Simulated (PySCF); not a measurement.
# C2HF3O (trifluoroacetaldehyde): the cost of one run

Computed with PySCF 2.14.0, with density-fitted response routines of our own, on a single molecule, in the gas phase or a continuum. Atoms count from 0, in the outputs and in this text.

## Step 1: Starting geometry

7 atoms, charge 0, multiplicity 1; geometry from: GFN2-xTB. The atoms were then displaced at random by about 0.01 Å, so the start is not that level's minimum.

Bonds of the start (Å): O0–C1 1.21, C1–C2 1.56, C2–F3 1.34, C2–F4 1.32, C2–F5 1.33, C1–H6 1.11.

## Step 2: Relaxing the molecule at PBE0-D3(BJ)/def2-SVP

The job: settings as JSON, then the geometry in Å.

```
{"job": {"xc": "PBE0", "basis": "def2-SVP", "d3": "d3bj", "grid": 1, "shake": 0.01, "kind": "geom"}, "charge": 0, "multiplicity": 1}
O      1.493750    -1.012340    -0.651000
C      0.907720    -0.034140    -0.236970
C     -0.612310    -0.009840     0.128760
F     -0.708600     0.328110     1.423740
F     -1.204040    -1.177380    -0.069290
F     -1.235860     0.926360    -0.589180
H      1.393290     0.950130    -0.055980
```

Run with:

```sh
$ OMP_NUM_THREADS=1 python probes_run.py task.json out
```

The driver reads the jobs from task.json and runs them one after another.

Q: Estimate the wall time and peak memory of this first job on 1 thread of Arm Neoverse V2, shared host.

About 23 s, with a peak of 0.43 GiB.
